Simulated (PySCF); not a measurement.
Computed properties of dichloromethane (CH2Cl2), SMILES ClCCl

CH2Cl2, SMILES ClCCl. The structure is a stationary point at PBE0-D3(BJ)/def2-TZVP. Other conformers were not sampled. All values are computed for the isolated molecule unless a solvent is named; none is compared with measurement here.

**Structure.** The optimised structure has C2v symmetry. All 9 harmonic modes at PBE0-D3(BJ)/def2-TZVP (PySCF) are real, so it is a minimum. With heavy atoms numbered as in [Cl:1][CH2:2][Cl:3], the shortest bond between them is Cl1–C2 at 1.762 Å and the longest C2–Cl3 at 1.762 Å.

**Vibrations.** The strongest infrared lines (harmonic, unscaled, degenerate partners summed) lie at 772 cm⁻¹ (141 km/mol, C 72 %, Cl 23 %), 1288 cm⁻¹ (40 km/mol, H 90 %, C 9 %), 732 cm⁻¹ (12 km/mol, C 63 %, Cl 29 %). The softest mode is at 285 cm⁻¹ and the zero-point energy is 18.5 kcal/mol.

**Electronic structure.** HF/def2-TZVPD (PySCF) places the frontier levels at -12.12 and 1.75 eV, a gap of 13.87 eV, and gives a dipole moment of 1.79 D and a mean polarisability of 41.1 bohr³. PBE/def2-TZVPD (PySCF) at the same geometry gives -7.33 and -1.41 eV, so its gap is 7.95 eV narrower. An orbital gap is neither the optical nor the fundamental gap.

**Excitations.** TDDFT-B3LYP/def2-SVPD (PySCF) has S1 at 6.75 eV (184 nm, f = 0.001, dark); the most intense of the 10 singlets computed lies at 8.18 eV (f = 0.06). T1 (TDA) is at 6.23 eV. TDDFT-PBE/def2-SVPD (PySCF) puts S1 at 6.29 eV. No vertical singlet excitation falls in the visible range (under 3.1 eV).

**NMR.** GIAO shifts at KT2/pcSseg-2 (PySCF) (non-relativistic, atoms alike by connectivity averaged): ¹³C at 70.2 ppm against TMS; ¹H at 5.8 ppm against TMS. Without spin–orbit terms, shifts of atoms bonded to Cl or Br come out too high.

**Solvation.** SMD-B3LYP/6-31G* (PySCF) gives -2.1 kcal/mol in water, -3.3 kcal/mol in n-hexane, -3.8 kcal/mol in toluene (1 M in both phases, gas-phase geometry); of these solvents toluene holds the molecule best.
